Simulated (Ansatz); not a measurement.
in.yaml

```yaml
crystal:
  periodic: [false, false, false]
  atoms:
    - {symbol: B, position_ang: [0.000000, 0.000000, 1.436730]}
    - {symbol: N, position_ang: [0.000000, 0.000000, 0.070506]}
    - {symbol: Si, position_ang: [0.000000, 0.000000, -1.507236]}
basis:
  gaussian: {orbitals: 6-31G}
total_charge: 1
magnetization: {spin_polarized: false, initial_magnetization: 1}
correlation: {method: sc_nevpt2, electrons: valence, active_space: {window: {electrons: 3, orbitals: 3}, states: [{multiplicity: 2, irrep: T2g, weights: [1]}]}}
accuracy: high
scf: {omitted_lower_state_checks: [cluster_reference]}
```

```sh
$ ansatz run in.yaml --threads 1 --pin off --events-out ev --progress --plain --max-ram 2393MiB
```

One thing in this input was set wrong on purpose, beside settings that are merely unusual. What is the gravest fault, and what does the program do?

Irrep not in the group. How the run ends: stopped by an error.
```
these checks for a lower state are left out or cut short: cluster_reference
691 factors; integrals over basis functions are off by at most 3.5e-9 eV
mean field evaluation 1: about -9994.6828 eV, gradient 6.3e1 eV
mean field evaluation 2: about -9994.7905 eV, gradient 6.3e1 eV
mean field evaluation 4: about -10004.8640 eV, gradient 5.4e0 eV
mean field evaluation 8: about -10005.1241 eV, gradient 1.6e-1 eV
mean field evaluation 16: about -10005.1242 eV, gradient 7.5e-8 eV
mean field evaluation 32: about -10001.5686 eV, gradient 1.7e0 eV
mean field -10005.12423600 eV, -367.6815339562 hartree, gradient 7.5e-8 eV, S^2 0.750000; 3 other end points of the search recorded, 0 dependent functions left out
reference -10005.12423600 eV, -367.6815339562 hartree; 13, 12 occupied and 18, 19 virtual orbitals, 691 factors
Error: the irrep T2g is not accepted for these orbitals, which take A1, B1, B2, A2, or 1 to 4
```
